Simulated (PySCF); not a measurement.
# P₄: magnetic properties

Aim: compute the magnetic properties of P₄ (`p12p3p1p23`).

Programs: PySCF 2.14.0, with routines of our own; each step states its level. All values are computed. Atoms count from 0.

## (1) The system as given

4 atoms, charge 0, multiplicity 1; geometry from: GFN2-xTB.

## (2) Relaxing the molecule at PBE0-D3(BJ)/def2-SVP

Job settings and geometry (Å):

```
{"job": {"xc": "PBE0", "basis": "def2-SVP", "d3": "d3bj", "grid": 1, "kind": "geom"}, "charge": 0, "multiplicity": 1}
P      1.223131    -0.173694    -0.524601
P     -0.466352     1.202035    -0.363094
P     -0.816944    -0.951945    -0.463513
P      0.070399    -0.071624     1.328354
```

The run is started by

```sh
$ OMP_NUM_THREADS=1 python excited_run.py task.json out
```

This one command runs all jobs of the session in turn.

Output:

```text
step   0  E = -1364.53332956  max force = 0.009345
step   1  E = -1364.53368545  max force = 0.000891
step   2  E = -1364.53369070  max force = 0.000347
step   3  E = -1364.53369897  max force = 0.001234
step   4  E = -1364.53369998  max force = 0.002904
step   5  E = -1364.53370895  max force = 0.003331
step   6  E = -1364.53372698  max force = 0.002561
step   7  E = -1364.53374348  max force = 0.001465
step   8  E = -1364.53374893  max force = 0.000119
optimisation converged
```

Wall time 5.6 s (1 thread of AMD EPYC 9R45, shared host); peak memory 0.41 GiB.

Relaxation path:

```csv
step,energy from step 0 (eV),largest force component (eV/Å)
0,0.0000,0.4805
1,-0.0097,0.0458
2,-0.0098,0.0178
3,-0.0101,0.0635
4,-0.0101,0.1493
5,-0.0103,0.1713
6,-0.0108,0.1317
7,-0.0113,0.0753
8,-0.0114,0.0061
```

Distances of close pairs at the start and the end, largest changes first:

```csv
bond,before (Å),after (Å),change (Å)
P1–P2,2.185,2.201,+0.017
P0–P2,2.184,2.200,+0.016
P1–P3,2.184,2.200,+0.016
P2–P3,2.185,2.201,+0.016
P0–P1,2.185,2.200,+0.015
P0–P3,2.185,2.200,+0.015
```

The final coordinates are the input of the step that follows.

```csv
at the end point,value
point group (found at 0.08 Å tolerance),Td
"rotational constants (GHz, main isotopes)","3.371, 3.369, 3.369"
dipole moment (D),0.00
```

## (3) Magnetic properties: GIAO OLYP/pcSseg-2

Job settings and geometry (Å):

```
{"job": {"kind": "mag", "xc": "OLYP", "basis": "pcSseg-2"}, "charge": 0, "multiplicity": 1}
P      1.207559    -0.275923    -0.493807
P     -0.418932     1.205716    -0.501627
P     -0.888346    -0.943837    -0.436907
P      0.000777     0.042106     1.317985
```

Level: GIAO OLYP/pcSseg-2 magnetisability, rotational g tensor and spin-rotation constants, non-relativistic, gas phase.

Output:

```text
coarse grid: 6496 points
cycle   1  E = -1365.5358659111  dE =  5.865e-01  |g| = 2.736e-01  |ddm| = 2.131e+00
cycle   2  E = -1365.5052550812  dE =  3.061e-02  |g| = 4.156e-01  |ddm| = 6.210e-01
cycle   3  E = -1365.5540852454  dE = -4.883e-02  |g| = 4.417e-02  |ddm| = 3.955e-01
cycle   4  E = -1365.5542563307  dE = -1.711e-04  |g| = 4.554e-03  |ddm| = 2.591e-02
cycle   5  E = -1365.5542602714  dE = -3.941e-06  |g| = 2.479e-03  |ddm| = 6.198e-03
final grid: 47704 points
cycle   6  E = -1365.5736935832  dE = -1.027e-04  |g| = 1.157e-02  |ddm| = 4.467e-02
cycle   7  E = -1365.5735348155  dE =  1.588e-04  |g| = 2.348e-02  |ddm| = 3.376e-02
cycle   8  E = -1365.5737127007  dE = -1.779e-04  |g| = 5.393e-03  |ddm| = 2.842e-02
cycle   9  E = -1365.5737206804  dE = -7.980e-06  |g| = 2.507e-03  |ddm| = 7.224e-03
cycle  10  E = -1365.5737224181  dE = -1.738e-06  |g| = 5.960e-05  |ddm| = 2.155e-03
cycle  11  E = -1365.5737224192  dE = -1.101e-09  |g| = 1.474e-05  |ddm| = 8.652e-05
cycle  12  E = -1365.5737224192  dE = -2.274e-11  |g| = 1.161e-05  |ddm| = 2.621e-05
converged SCF energy = -1365.5737224192

Magnetisability tensor (1e-30 J/T^2)
    -1875.59        0.02       -0.14
        0.02    -1875.47        0.01
       -0.14        0.01    -1875.49
isotropic -1875.52   principal values   -1875.69  -1875.47  -1875.39
isotropic susceptibility -112.946 1e-6 cm^3/mol

Inertial axes            a          b          c
rot. const./GHz      3.3710     3.3693     3.3691
chi total          -112.946   -112.946   -112.946
chi diamagnetic    -398.348   -398.348   -398.348
chi paramagnetic    285.402    285.402    285.402
quadrupole/D A       -0.000     -0.000     -0.000
g nuclear            0.4880     0.4877     0.4877
g electronic        -0.4520    -0.4518    -0.4517
g total              0.0360     0.0360     0.0360

Spin-rotation constants (kHz, H = +C I.J)
atom  isotope        aa         bb         cc
  0    31P        0.954      0.953      0.953
  1    31P        0.950      0.950      0.950
  2    31P        0.948      0.948      0.948
  3    31P        0.953      0.953      0.953
```

Wall time 7.3 s (1 thread of AMD EPYC 9R45, shared host); peak memory 0.56 GiB.

In short:

```csv
quantity,value
magnetisability,-1876·10⁻³⁰ J/T²
molar susceptibility,-112.9·10⁻⁶ cm³/mol
"rotational g (a, b, c)","0.0360, 0.0360, 0.0360"
```

## (4) Magnetic properties: GIAO mPW1PW91/pcSseg-2

Job settings and geometry (Å):

```
{"job": {"kind": "mag", "xc": "mPW1PW91", "basis": "pcSseg-2"}, "charge": 0, "multiplicity": 1}
P      1.207559    -0.275923    -0.493807
P     -0.418932     1.205716    -0.501627
P     -0.888346    -0.943837    -0.436907
P      0.000777     0.042106     1.317985
```

Method: GIAO mPW1PW91/pcSseg-2 magnetisability, rotational g tensor and spin-rotation constants, non-relativistic, gas phase.

Output:

```text
coarse grid: 6496 points
cycle   1  E = -1365.5786018944  dE =  6.464e-01  |g| = 2.085e-01  |ddm| = 2.096e+00
cycle   2  E = -1365.5795207789  dE = -9.189e-04  |g| = 1.293e-01  |ddm| = 2.369e-01
cycle   3  E = -1365.5822799653  dE = -2.759e-03  |g| = 5.372e-02  |ddm| = 1.256e-01
cycle   4  E = -1365.5829512181  dE = -6.713e-04  |g| = 3.953e-03  |ddm| = 4.676e-02
cycle   5  E = -1365.5829555362  dE = -4.318e-06  |g| = 6.505e-04  |ddm| = 4.757e-03
final grid: 47704 points
cycle   6  E = -1365.5947724791  dE = -1.839e-05  |g| = 1.793e-03  |ddm| = 1.458e-02
cycle   7  E = -1365.5947715869  dE =  8.922e-07  |g| = 2.356e-03  |ddm| = 4.069e-03
cycle   8  E = -1365.5947730934  dE = -1.507e-06  |g| = 6.412e-04  |ddm| = 2.779e-03
cycle   9  E = -1365.5947732049  dE = -1.115e-07  |g| = 1.609e-04  |ddm| = 7.468e-04
cycle  10  E = -1365.5947732112  dE = -6.284e-09  |g| = 5.505e-05  |ddm| = 1.732e-04
cycle  11  E = -1365.5947732119  dE = -7.649e-10  |g| = 3.093e-06  |ddm| = 5.009e-05
converged SCF energy = -1365.5947732119

Magnetisability tensor (1e-30 J/T^2)
    -1901.28        0.03       -0.13
        0.03    -1901.15        0.01
       -0.13        0.01    -1901.19
isotropic -1901.21   principal values   -1901.38  -1901.15  -1901.10
isotropic susceptibility -114.493 1e-6 cm^3/mol

Inertial axes            a          b          c
rot. const./GHz      3.3710     3.3693     3.3691
chi total          -114.493   -114.493   -114.493
chi diamagnetic    -398.633   -398.633   -398.633
chi paramagnetic    284.139    284.139    284.139
quadrupole/D A       -0.000     -0.000     -0.000
g nuclear            0.4880     0.4877     0.4877
g electronic        -0.4500    -0.4498    -0.4497
g total              0.0380     0.0380     0.0380

Spin-rotation constants (kHz, H = +C I.J)
atom  isotope        aa         bb         cc
  0    31P        0.803      0.802      0.802
  1    31P        0.799      0.799      0.799
  2    31P        0.797      0.797      0.797
  3    31P        0.802      0.802      0.802
```

Run time: 5.6 s. Hardware: 1 thread of AMD EPYC 9R45, shared host; peak memory 0.77 GiB.

Key values:

```csv
quantity,value
magnetisability,-1901·10⁻³⁰ J/T²
molar susceptibility,-114.5·10⁻⁶ cm³/mol
"rotational g (a, b, c)","0.0380, 0.0380, 0.0380"
```

## (5) Magnetic properties: GIAO B3LYP/6-31G*

Job settings and geometry (Å):

```
{"job": {"kind": "mag", "xc": "B3LYP", "basis": "6-31G*"}, "charge": 0, "multiplicity": 1}
P      1.207559    -0.275923    -0.493807
P     -0.418932     1.205716    -0.501627
P     -0.888346    -0.943837    -0.436907
P      0.000777     0.042106     1.317985
```

Level: GIAO B3LYP/6-31G* magnetisability, rotational g tensor and spin-rotation constants, non-relativistic, gas phase.

Output:

```text
coarse grid: 6496 points
cycle   1  E = -1365.5120979490  dE =  6.784e-01  |g| = 4.979e-02  |ddm| = 2.835e+00
cycle   2  E = -1365.5129386062  dE = -8.407e-04  |g| = 2.471e-02  |ddm| = 1.626e-01
cycle   3  E = -1365.5130849012  dE = -1.463e-04  |g| = 1.584e-02  |ddm| = 5.723e-02
cycle   4  E = -1365.5131691755  dE = -8.427e-05  |g| = 6.855e-04  |ddm| = 1.955e-02
cycle   5  E = -1365.5131692112  dE = -3.570e-08  |g| = 6.869e-04  |ddm| = 2.547e-03
final grid: 47704 points
cycle   6  E = -1365.4310167560  dE =  7.732e-08  |g| = 1.833e-03  |ddm| = 8.365e-03
cycle   7  E = -1365.4310134411  dE =  3.315e-06  |g| = 3.452e-03  |ddm| = 7.882e-03
cycle   8  E = -1365.4310179690  dE = -4.528e-06  |g| = 3.923e-04  |ddm| = 5.395e-03
cycle   9  E = -1365.4310180253  dE = -5.629e-08  |g| = 4.534e-05  |ddm| = 6.240e-04
cycle  10  E = -1365.4310180259  dE = -6.571e-10  |g| = 1.767e-06  |ddm| = 6.017e-05
converged SCF energy = -1365.4310180259

Magnetisability tensor (1e-30 J/T^2)
    -1908.34        0.02       -0.15
        0.02    -1908.22        0.01
       -0.15        0.01    -1908.24
isotropic -1908.26   principal values   -1908.44  -1908.21  -1908.13
isotropic susceptibility -114.918 1e-6 cm^3/mol

Inertial axes            a          b          c
rot. const./GHz      3.3710     3.3693     3.3691
chi total          -114.918   -114.918   -114.918
chi diamagnetic    -399.314   -399.314   -399.314
chi paramagnetic    284.395    284.395    284.395
quadrupole/D A       -0.000     -0.000     -0.000
g nuclear            0.4880     0.4877     0.4877
g electronic        -0.4504    -0.4502    -0.4501
g total              0.0376     0.0376     0.0376

Spin-rotation constants (kHz, H = +C I.J)
atom  isotope        aa         bb         cc
  0    31P        0.894      0.893      0.893
  1    31P        0.890      0.890      0.890
  2    31P        0.888      0.888      0.888
  3    31P        0.893      0.893      0.893
```

It took 2.1 s on 1 thread of AMD EPYC 9R45, shared host; peak memory 0.48 GiB.

In short:

```csv
quantity,value
magnetisability,-1908·10⁻³⁰ J/T²
molar susceptibility,-114.9·10⁻⁶ cm³/mol
"rotational g (a, b, c)","0.0376, 0.0376, 0.0376"
```

## (6) Magnetic properties: GIAO B3LYP/aug-cc-pVDZ

Job settings and geometry (Å):

```
{"job": {"kind": "mag", "xc": "B3LYP", "basis": "aug-cc-pVDZ"}, "charge": 0, "multiplicity": 1}
P      1.207559    -0.275923    -0.493807
P     -0.418932     1.205716    -0.501627
P     -0.888346    -0.943837    -0.436907
P      0.000777     0.042106     1.317985
```

Level: GIAO B3LYP/aug-cc-pVDZ magnetisability, rotational g tensor and spin-rotation constants, non-relativistic, gas phase.

Output:

```text
coarse grid: 6496 points
cycle   1  E = -1365.5150339513  dE =  6.816e-01  |g| = 8.226e-02  |ddm| = 4.118e+00
cycle   2  E = -1365.5156092900  dE = -5.753e-04  |g| = 6.381e-02  |ddm| = 3.106e-01
cycle   3  E = -1365.5169476428  dE = -1.338e-03  |g| = 2.053e-02  |ddm| = 1.590e-01
cycle   4  E = -1365.5170908785  dE = -1.432e-04  |g| = 9.109e-04  |ddm| = 4.762e-02
cycle   5  E = -1365.5170906487  dE =  2.299e-07  |g| = 1.264e-03  |ddm| = 4.590e-03
final grid: 47704 points
cycle   6  E = -1365.5286987167  dE =  1.879e-06  |g| = 3.265e-03  |ddm| = 3.225e-02
cycle   7  E = -1365.5286838183  dE =  1.490e-05  |g| = 7.036e-03  |ddm| = 1.986e-02
cycle   8  E = -1365.5287026485  dE = -1.883e-05  |g| = 4.961e-04  |ddm| = 1.360e-02
cycle   9  E = -1365.5287027354  dE = -8.694e-08  |g| = 6.603e-05  |ddm| = 1.229e-03
cycle  10  E = -1365.5287027369  dE = -1.467e-09  |g| = 1.927e-06  |ddm| = 1.359e-04
cycle  11  E = -1365.5287027369  dE =  3.638e-12  |g| = 8.246e-07  |ddm| = 1.025e-05
converged SCF energy = -1365.5287027369

Magnetisability tensor (1e-30 J/T^2)
    -1958.62        0.02       -0.13
        0.02    -1958.50        0.01
       -0.13        0.01    -1958.52
isotropic -1958.55   principal values   -1958.71  -1958.50  -1958.43
isotropic susceptibility -117.946 1e-6 cm^3/mol

Inertial axes            a          b          c
rot. const./GHz      3.3710     3.3693     3.3691
chi total          -117.946   -117.946   -117.946
chi diamagnetic    -399.170   -399.170   -399.170
chi paramagnetic    281.223    281.223    281.223
quadrupole/D A       -0.000     -0.000     -0.000
g nuclear            0.4880     0.4877     0.4877
g electronic        -0.4454    -0.4451    -0.4451
g total              0.0426     0.0426     0.0426

Spin-rotation constants (kHz, H = +C I.J)
atom  isotope        aa         bb         cc
  0    31P        0.830      0.829      0.829
  1    31P        0.826      0.826      0.826
  2    31P        0.825      0.824      0.824
  3    31P        0.829      0.829      0.829
```

Run time: 3 s. Hardware: 1 thread of AMD EPYC 9R45, shared host; peak memory 0.56 GiB.

In short:

```csv
quantity,value
magnetisability,-1959·10⁻³⁰ J/T²
molar susceptibility,-117.9·10⁻⁶ cm³/mol
"rotational g (a, b, c)","0.0426, 0.0426, 0.0426"
```

## (7) Magnetic properties: GIAO B3LYP/STO-3G

Job settings and geometry (Å):

```
{"job": {"kind": "mag", "xc": "B3LYP", "basis": "STO-3G"}, "charge": 0, "multiplicity": 1}
P      1.207559    -0.275923    -0.493807
P     -0.418932     1.205716    -0.501627
P     -0.888346    -0.943837    -0.436907
P      0.000777     0.042106     1.317985
```

Method: GIAO B3LYP/STO-3G magnetisability, rotational g tensor and spin-rotation constants, non-relativistic, gas phase.

Output:

```text
coarse grid: 6496 points
cycle   1  E = -1350.0388307466  dE =  4.243e-03  |g| = 1.507e-01  |ddm| = 3.536e+00
cycle   2  E = -1350.0516040999  dE = -1.277e-02  |g| = 3.559e-02  |ddm| = 5.392e-01
cycle   3  E = -1350.0523582464  dE = -7.541e-04  |g| = 8.837e-04  |ddm| = 1.141e-01
cycle   4  E = -1350.0523583020  dE = -5.562e-08  |g| = 1.003e-03  |ddm| = 3.699e-03
final grid: 47704 points
cycle   5  E = -1349.9853088922  dE =  1.330e-06  |g| = 2.058e-03  |ddm| = 5.636e-03
cycle   6  E = -1349.9853019061  dE =  6.986e-06  |g| = 4.471e-03  |ddm| = 1.181e-02
cycle   7  E = -1349.9853107648  dE = -8.859e-06  |g| = 1.065e-05  |ddm| = 8.099e-03
cycle   8  E = -1349.9853107649  dE = -5.957e-11  |g| = 3.247e-06  |ddm| = 3.274e-05
converged SCF energy = -1349.9853107649

Magnetisability tensor (1e-30 J/T^2)
    -1631.00        0.00       -0.14
        0.00    -1630.92        0.01
       -0.14        0.01    -1630.90
isotropic -1630.94   principal values   -1631.09  -1630.92  -1630.80
isotropic susceptibility -98.217 1e-6 cm^3/mol

Inertial axes            a          b          c
rot. const./GHz      3.3710     3.3693     3.3691
chi total           -98.217    -98.217    -98.217
chi diamagnetic    -387.080   -387.080   -387.080
chi paramagnetic    288.862    288.862    288.862
quadrupole/D A       -0.000     -0.000     -0.000
g nuclear            0.4880     0.4877     0.4877
g electronic        -0.4575    -0.4572    -0.4572
g total              0.0305     0.0305     0.0305

Spin-rotation constants (kHz, H = +C I.J)
atom  isotope        aa         bb         cc
  0    31P        0.847      0.846      0.846
  1    31P        0.843      0.843      0.843
  2    31P        0.842      0.841      0.841
  3    31P        0.846      0.846      0.846
```

It took 0.89 s on 1 thread of AMD EPYC 9R45, shared host; peak memory 0.48 GiB.

In short:

```csv
quantity,value
magnetisability,-1631·10⁻³⁰ J/T²
molar susceptibility,-98.2·10⁻⁶ cm³/mol
"rotational g (a, b, c)","0.0305, 0.0305, 0.0305"
```

## (8) Magnetic properties: GIAO B3LYP/6-31G

Job settings and geometry (Å):

```
{"job": {"kind": "mag", "xc": "B3LYP", "basis": "6-31G"}, "charge": 0, "multiplicity": 1}
P      1.207559    -0.275923    -0.493807
P     -0.418932     1.205716    -0.501627
P     -0.888346    -0.943837    -0.436907
P      0.000777     0.042106     1.317985
```

Level: GIAO B3LYP/6-31G magnetisability, rotational g tensor and spin-rotation constants, non-relativistic, gas phase.

Output:

```text
coarse grid: 6496 points
cycle   1  E = -1365.3302072894  dE =  8.605e-01  |g| = 1.789e-01  |ddm| = 2.990e+00
cycle   2  E = -1365.3413074518  dE = -1.110e-02  |g| = 1.072e-01  |ddm| = 7.114e-01
cycle   3  E = -1365.3466109733  dE = -5.304e-03  |g| = 8.092e-03  |ddm| = 2.706e-01
cycle   4  E = -1365.3466373159  dE = -2.634e-05  |g| = 4.533e-04  |ddm| = 2.361e-02
cycle   5  E = -1365.3466372391  dE =  7.680e-08  |g| = 7.027e-04  |ddm| = 3.149e-03
final grid: 47704 points
cycle   6  E = -1365.2644920186  dE =  4.001e-07  |g| = 1.794e-03  |ddm| = 8.002e-03
cycle   7  E = -1365.2644874375  dE =  4.581e-06  |g| = 3.738e-03  |ddm| = 9.680e-03
cycle   8  E = -1365.2644933408  dE = -5.903e-06  |g| = 2.607e-04  |ddm| = 6.733e-03
cycle   9  E = -1365.2644933698  dE = -2.899e-08  |g| = 8.171e-06  |ddm| = 5.876e-04
cycle  10  E = -1365.2644933698  dE = -3.229e-11  |g| = 1.678e-06  |ddm| = 2.125e-05
converged SCF energy = -1365.2644933698

Magnetisability tensor (1e-30 J/T^2)
    -1892.40        0.02       -0.13
        0.02    -1892.28        0.01
       -0.13        0.01    -1892.31
isotropic -1892.33   principal values   -1892.49  -1892.28  -1892.21
isotropic susceptibility -113.959 1e-6 cm^3/mol

Inertial axes            a          b          c
rot. const./GHz      3.3710     3.3693     3.3691
chi total          -113.959   -113.959   -113.959
chi diamagnetic    -403.209   -403.209   -403.209
chi paramagnetic    289.251    289.251    289.251
quadrupole/D A       -0.000     -0.000     -0.000
g nuclear            0.4880     0.4877     0.4877
g electronic        -0.4581    -0.4578    -0.4578
g total              0.0299     0.0299     0.0299

Spin-rotation constants (kHz, H = +C I.J)
atom  isotope        aa         bb         cc
  0    31P        1.094      1.094      1.094
  1    31P        1.091      1.090      1.090
  2    31P        1.089      1.088      1.088
  3    31P        1.094      1.093      1.093
```

It took 1.6 s on 1 thread of AMD EPYC 9R45, shared host; peak memory 0.48 GiB.

In short:

```csv
quantity,value
magnetisability,-1892·10⁻³⁰ J/T²
molar susceptibility,-114.0·10⁻⁶ cm³/mol
"rotational g (a, b, c)","0.0299, 0.0299, 0.0299"
```

## (9) The levels compared

```csv
level,ξ (10⁻³⁰ J/T²),g(a),g(b),gap (eV),functions,time
GIAO OLYP/pcSseg-2,-1876,0.0360,0.0360,4.99,172,7.3 s
GIAO mPW1PW91/pcSseg-2,-1901,0.0380,0.0380,6.79,172,5.6 s
GIAO B3LYP/6-31G*,-1908,0.0376,0.0376,6.49,72,2.1 s
GIAO B3LYP/aug-cc-pVDZ,-1959,0.0426,0.0426,6.40,108,3 s
GIAO B3LYP/STO-3G,-1631,0.0305,0.0305,7.67,36,0.89 s
GIAO B3LYP/6-31G,-1892,0.0299,0.0299,6.72,52,1.6 s
```

## (10) Outcome

```
                                           quantity                      value
                                        point group                         Td
               rotational constants (main isotopes)       3.37, 3.37, 3.37 GHz
       magnetisability (step 3, GIAO OLYP/pcSseg-2)           -1876·10⁻³⁰ J/T²
  molar susceptibility (step 3, GIAO OLYP/pcSseg-2)        -112.9·10⁻⁶ cm³/mol
rotational g (a, b, c) (step 3, GIAO OLYP/pcSseg-2)     0.0360, 0.0360, 0.0360
                    magnetisability over the levels  -1959 to -1876·10⁻³⁰ J/T²
```

In words: The optimisation took 8 steps and gained 0.011 eV; among the close pairs (by a distance rule), P1–P2 changed most, from 2.185 to 2.201 Å. No frequency check was run at this level, so the end point may be a saddle. GIAO B3LYP/STO-3G has a minimal basis, so it is left out of the spread where two other levels stand. The magnetisability spreads by 4.4 % over 5 levels, from GIAO B3LYP/aug-cc-pVDZ (3 s) to GIAO OLYP/pcSseg-2 (7.3 s); the runs took 1.6 s to 7.3 s. Vibrational averaging and real surroundings are missing from these values.
